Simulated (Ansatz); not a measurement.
SiP, sextet: the ladder up to full CI

Geometry: that of the SiP, quartet, kept fixed. The doublet lies 2.5 eV lower here.

```xyz
2

Si    0.0000    0.0000    0.0000
P     0.0000    0.0000    2.3430
```

Basis 6-31G; Ansatz 0.2.0. Correlated methods freeze the noble-gas cores, which leaves 9 electrons in 16 orbitals. R marks a restricted (for open shells ROHF) determinant, U an unrestricted one. Active spaces: valence = (9e, 8o) chosen from the atoms' valence shells.

Full CI is exact within this basis and frozen core; it isn't the basis-set limit. The frozen core follows each run's orbitals, which can shift R against U totals by a few meV.

For open shells CISD and CISDTQ are restricted-active-space CI with the open shells as a complete middle space.

```
UHF ⟨S²⟩                          : 8.769
T1 diagnostic (RCCSD)             : 0.0164
largest doubles amplitude (RCCSD) : 0.109
T1 diagnostic (UCCSD)             : 0.0152
```

| level | E − E(full CI) (mEh) | share of correlation (%) | wall time |
| --- | --- | --- | --- |
| RHF | 56.21 | 0.00 | – |
| UHF | 52.06 | 7.39 | – |
| RMP2 | 16.34 | 70.94 | – |
| UMP2 | 17.06 | 69.65 | – |
| CISD | 1.90 | 96.61 | 0.84 s |
| RCCSD | 1.17 | 97.92 | – |
| UCCSD | 1.13 | 97.99 | – |
| RCCSD(T) | 0.37 | 99.34 | 0.99 s |
| UCCSD(T) | 0.35 | 99.39 | 4.6 s |
| BCCD(T) | 0.39 | 99.30 | 2.5 s |
| RCCSDT | 0.07 | 99.88 | – |
| UCCSDT | 0.05 | 99.91 | – |
| CISDTQ | 0.02 | 99.96 | 5.5 s |
| RCCSDT(Q) | 0.02 | 99.97 | 3 s |
| UCCSDT(Q) | 0.01 | 99.99 | 2.7 s |
| RCCSDTQ | 0.00 | 100.00 | 23 s |
| UCCSDTQ | -0.01 | 100.01 | 23 s |
| CASSCF (valence space) | 32.92 | 41.43 | – |
| NEVPT2 (valence space) | 10.23 | 81.80 | 0.69 s |
| MRCISD (valence space) | 1.07 | 98.10 | – |
| MRCISD+Q (valence space) | 0.18 | 99.68 | 1.6 s |

The correlation energy at full CI, counted from RHF, is -1.530 eV. That run took 10 s on 1 thread of Intel Xeon Platinum 8259CL, shared host over 344,256 determinants.

Times hold each run's SCF and search for its determinant on a shared host, so for small cases they say little of a method's own cost; they ran on 1 thread of Intel Xeon Platinum 8259CL.

The full-CI state has the irrep A1 of C2v, in the program's axes (one component, if the state is degenerate).

Natural occupations of full CI about the gap: 1.981 1.947 1.001 0.999 0.999 0.994 0.994 0.042 0.007 0.007; effectively unpaired electrons, Σ n²(2−n)², 5.02.
